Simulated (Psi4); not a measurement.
# AlNH3O (SMILES [NH2][Al][OH]) at U-r2SCAN/cc-pVDZ (density fitting with cc-pvdz-jkfit, sweep point 2)

What is the vertical ionisation energy of AlNH3O at U-r2SCAN/cc-pVDZ (density fitting with cc-pvdz-jkfit, sweep point 2)? 

The results are computed with Psi4 1.11.

3 further runs of the same task are left out: 3 that didn't finish.

### 1 The structure to begin with

The species is AlNH3O (6 atoms), meant as a doublet with charge 0. As SMILES, `[NH2][Al][OH]`. Geometry: relaxed at PBE0-D4/def2-TZVP. This is one conformer, not always the lowest.

Bond lengths: N1–Al2 1.769 Å, Al2–O3 1.705 Å, N1–H4 1.009 Å, N1–H5 1.006 Å, O3–H6 0.956 Å. Angles: N1–Al2–O3 116.1°, Al2–N1–H4 124.1°, Al2–N1–H5 125.0°, Al2–O3–H6 122.8°, H4–N1–H5 110.9°.

### 2 The energy at U-r2SCAN/cc-pVDZ (density fitting with cc-pvdz-jkfit, sweep point 2)

File job.py:

```python
import psi4

psi4.set_memory(1600000000)
psi4.set_num_threads(1)
psi4.set_output_file('psi4.out', False)

m = psi4.geometry("""
0 2
N     -0.923900     0.240200    -0.760800
Al     0.595200     0.601300     0.070700
O      1.194100    -0.618500     1.101200
H     -1.434300    -0.623600    -0.657200
H     -1.394700     0.861600    -1.396800
H      2.005700    -0.525100     1.596800
symmetry c1
""")

psi4.set_options({
    'reference': 'uks',
    'puream': True,
    'scf_type': 'df',
    'dft_radial_points': 99,
    'dft_spherical_points': 590,
    'df_basis_scf': 'cc-pvdz-jkfit',
    'maxiter': 150,
})

energy_value = psi4.energy('r2scan/cc-pVDZ', molecule=m)
print(f'total energy {energy_value:.8f} hartree = {energy_value * 27.211386:.5f} eV')
```

Command:

```
$ python job.py
```

psi4.out, shortened:

```text
[...]
  Running in c1 symmetry.
[...]
  Nuclear repulsion =   93.731213434316217
[...]
  Multiplicity = 2
[...]
  Nalpha       = 16
  Nbeta        = 15
[...]
    Number of basis functions: 61
[...]
   @DF-UKS iter   1:  -373.63773478258145   -1.22675e-01   1.82896e-02 DIIS/ADIIS
[...]
   @DF-UKS iter  10:  -374.16141206089662   -2.38135e-08   7.39653e-07 DIIS
[...]
   @S^2 Observed:                7.536931018E-01
[...]
    Orbital Energies [Eh]
    ---------------------
    Alpha Occupied:
       1A    -55.769572     2A    -18.943352     3A    -14.138275
       4A     -4.065607     5A     -2.605745     6A     -2.604611
       7A     -2.600926     8A     -0.929475     9A     -0.785001
      10A     -0.459232    11A     -0.434922    12A     -0.373610
      13A     -0.307406    14A     -0.277861    15A     -0.219475
      16A     -0.175052
    Alpha Virtual:
      17A     -0.024882    18A      0.030879    19A      0.050365
      20A      0.123753    21A      0.144435    22A      0.146488
      23A      0.201315    24A      0.235839    25A      0.296390
[...]
  @DF-UKS Final Energy:  -374.16141206089662
   => Energetics <=
    Nuclear Repulsion Energy =             93.7312134343162171
    One-Electron Energy =                -703.9521205964813362
    Two-Electron Energy =                 271.3444694369236458
    DFT Exchange-Correlation Energy =     -35.2849743356552210
    Empirical Dispersion Energy =           0.0000000000000000
    VV10 Nonlocal Energy =                  0.0000000000000000
    Total Energy =                       -374.1614120608966232
[...]
 Multipole Moments:
 ------------------------------------------------------------------------------------
     Multipole            Electronic (a.u.)      Nuclear  (a.u.)        Total (a.u.)
 ------------------------------------------------------------------------------------
 L = 1.  Multiply by 2.5417464519 to convert [e a0] to [Debye]
 Dipole X            :          1.9843691           -1.9880953           -0.0037261
 Dipole Y            :          1.3415598           -1.1262401            0.2153197
 Dipole Z            :          0.6374580           -0.7510462           -0.1135882
 Magnitude           :                                                    0.2434722
[...]
```

On the terminal:

```text
total energy -374.16141206 hartree = -10181.45061 eV
```

Run time: 37 s. Hardware: 1 thread of Intel Xeon Platinum 8375C at 2.90GHz (Ice Lake), shared host; peak memory 0.89 GiB.

### 3 The singlet cation at the same level

File job.py:

```python
import psi4

psi4.set_memory(1600000000)
psi4.set_num_threads(1)
psi4.core.set_output_file('run.log', False)

mol = psi4.geometry("""
1 1
N     -0.923900     0.240200    -0.760800
Al     0.595200     0.601300     0.070700
O      1.194100    -0.618500     1.101200
H     -1.434300    -0.623600    -0.657200
H     -1.394700     0.861600    -1.396800
H      2.005700    -0.525100     1.596800
symmetry c1
""")

options = {'basis': 'cc-pVDZ', 'reference': 'rks', 'puream': True, 'scf_type': 'df', 'dft_radial_points': 99, 'dft_spherical_points': 590, 'df_basis_scf': 'cc-pvdz-jkfit'}
psi4.set_options(options)

energy_value, wavefunction = psi4.energy('r2scan', molecule=mol, return_wfn=True)
print('E =', round(energy_value, 9))
```

Command:

```
$ python job.py
```

run.log, shortened:

```text
[...]
  Running in c1 symmetry.
[...]
  Nuclear repulsion =   93.731213434316217
[...]
  Multiplicity = 1
[...]
  Nalpha       = 15
  Nbeta        = 15
[...]
    Number of basis functions: 61
[...]
   @DF-RKS iter   1:  -373.36695151028732    1.48109e-01   1.75235e-02 DIIS/ADIIS
[...]
   @DF-RKS iter  10:  -373.87019756702279   -3.24764e-09   1.13150e-07 DIIS
[...]
    Orbital Energies [Eh]
    ---------------------
    Doubly Occupied:
       1A    -56.093644     2A    -19.200210     3A    -14.370429
       4A     -4.382880     5A     -2.923370     6A     -2.921136
       7A     -2.915330     8A     -1.173375     9A     -1.005253
      10A     -0.696857    11A     -0.650215    12A     -0.604338
      13A     -0.548487    14A     -0.515992    15A     -0.441952
[...]
  @DF-RKS Final Energy:  -373.87019756702279
   => Energetics <=
    Nuclear Repulsion Energy =             93.7312134343162171
    One-Electron Energy =                -695.8275364648750383
    Two-Electron Energy =                 263.2023482386355226
    DFT Exchange-Correlation Energy =     -34.9762227750995152
    Empirical Dispersion Energy =           0.0000000000000000
    VV10 Nonlocal Energy =                  0.0000000000000000
    Total Energy =                       -373.8701975670227853
[...]
 Multipole Moments:
 ------------------------------------------------------------------------------------
     Multipole            Electronic (a.u.)      Nuclear  (a.u.)        Total (a.u.)
 ------------------------------------------------------------------------------------
 L = 1.  Multiply by 2.5417464519 to convert [e a0] to [Debye]
 Dipole X            :          2.6790347           -1.9880953            0.6909395
 Dipole Y            :          2.6537692           -1.1262401            1.5275291
 Dipole Z            :          0.4259791           -0.7510462           -0.3250671
 Magnitude           :                                                    1.7077503
[...]
```

The script printed:

```text
E = -373.870197567
```

Wall time 23 s (1 thread of Intel Xeon Platinum 8375C at 2.90GHz (Ice Lake), shared host); peak memory 0.89 GiB.

### 4 Outcome

Level: U-r2SCAN/cc-pVDZ (density fitting with cc-pvdz-jkfit, sweep point 2).

```
                                          quantity          value
                      doublet AlNH3O: total energy  -374.16141 Eh
                     doublet AlNH3O: dipole moment         0.62 D
doublet AlNH3O: HOMO energy (highest over α and β)       -4.76 eV
 doublet AlNH3O: LUMO energy (lowest over α and β)       -2.42 eV
                              doublet AlNH3O: ⟨S²⟩          0.754
                      singlet cation: total energy  -373.87020 Eh
                       singlet cation: HOMO energy      -12.03 eV
                       singlet cation: LUMO energy      -10.48 eV
                     singlet cation: HOMO–LUMO gap        1.55 eV
vertical ionisation energy (to the singlet cation)       7.924 eV
```

What this shows: The vertical ionisation energy comes to 7.92 eV (183 kcal/mol). Only the singlet of the ionised species was computed; a triplet could lie lower.
